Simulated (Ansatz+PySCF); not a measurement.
**singlet LiF in separate pieces: levels of theory in one basis**

```yaml
atoms:
  - { symbol: Li, position_ang: [0.0000, 0.0000, 0.0000] }
  - { symbol: F, position_ang: [10.0000, 0.0000, 0.0000] }
```

Basis set: cc-pVDZ (spherical functions). Left uncorrelated: 1 orbital. Charge 0, multiplicity 1.

Computed with Ansatz (development build ahead of 0.2.0); each method stands on the lowest determinant of its kind that the runs found. NEVPT2 correlates all electrons. Active spaces start from the frontier orbitals, and the lowest solution found is given.

| method | E − E(RHF) (eV) | <S²> of the determinant |
| --- | --- | --- |
| RHF | 0.00 | 0.00 |
| UHF | -4.00 | 1.00 |
| RHF-MP2 | -7.19 | – |
| UHF-MP2 | -7.83 | 1.00 |
| UHF-CCSD | -8.13 | 1.00 |
| UHF-CCSD(T) | -8.15 | 1.00 |
| UHF-CCSDT(Q) | -8.16 | 1.00 |
| CASSCF(6,6) | -4.93 | – |
| CASSCF(2,2) | -3.91 | – |
| SC-NEVPT2(2,2) | -7.90 | – |
| SC-NEVPT2(6,6) | -7.83 | – |

Task: What does RHF-CCSD give on the same scale?

Result: -7.43 eV.

Task: Is a single determinant a sound starting point here?

Result: It is doubtful. Unrestricted orbitals lower Hartree–Fock by 4.00 eV and <S²> is 1.00 where a pure state has 0.00, a sign of strong static correlation. The CASSCF(6,6) natural occupations are 1.99, 1.99, 1.00, 1.00, 0.01, 0.01. The CASSCF(2,2) natural occupations are 1.00, 1.00.

Caution for RHF, RHF-MP2, RHF-CCSD: an unrestricted determinant lies well below. Caution for UHF, UHF-MP2, UHF-CCSD, UHF-CCSD(T), UHF-CCSDT(Q): the unrestricted determinant is a mixture of spin states. Caution for RHF-MP2, RHF-CCSD: large amplitudes, a single reference is doubtful. Caution for UHF-MP2, UHF-CCSD, UHF-CCSD(T), UHF-CCSDT(Q): bonds are stretched, where a single reference can fail.
